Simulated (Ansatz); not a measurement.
# C2H3ClS: the cost of one run

Program: Ansatz 0.2.0, Gaussian basis. Level of theory: the settings change from run to run. These are calculated values, not measurements.

**1. The molecule**

The geometry comes from an earlier relaxation with PBE0-D4 in a triple-zeta def2 set; it is a stationary point, not always the lowest conformer.

SMILES `C=C(S)Cl`, 7 atoms, charge 0, spin multiplicity 1.

Atoms are counted from 1 here; the program's logs count them from 0.

Bond lengths: C1–C2 1.326 Å, C1–H5 1.082 Å, C1–H6 1.082 Å, C2–S3 1.752 Å, C2–Cl4 1.730 Å, S3–H7 1.343 Å. Angles: C2–C1–H5 120.0°, C2–C1–H6 121.1°, H5–C1–H6 118.9°, C1–C2–S3 122.4°, C1–C2–Cl4 121.0°, S3–C2–Cl4 116.5°, C2–S3–H7 96.4°.

**2. SPW92/def2-TZVPP**

This run has atoms shaken by 0.15 Å, high accuracy.

in.yaml reads:

```yaml
crystal:
  periodic: [false, false, false]
  atoms:
    - {symbol: C, position_ang: [-0.787834, 0.893477, 0.452562]}
    - {symbol: C, position_ang: [-0.208119, -0.252740, -0.082736]}
    - {symbol: S, position_ang: [1.108140, -0.816322, 0.939358]}
    - {symbol: Cl, position_ang: [-0.307042, -1.045431, -1.493173]}
    - {symbol: H, position_ang: [-0.262436, 1.723458, 1.242836]}
    - {symbol: H, position_ang: [-1.671743, 1.407785, -0.374746]}
    - {symbol: H, position_ang: [1.837324, -1.558885, -0.053047]}
basis:
  gaussian: {orbitals: def2-TZVPP}
hamiltonian: {xc: {name: SPW92}}
accuracy: high
```

Launch:

```
ansatz run in.yaml --threads 2 --pin off --events-out ev --progress --plain --max-ram 4352MiB
```

**Question.** How long does this run take on 2 threads of Arm Neoverse V2, shared host, and how much memory does it need?

About 6.5 s, with a peak of 0.76 GiB.
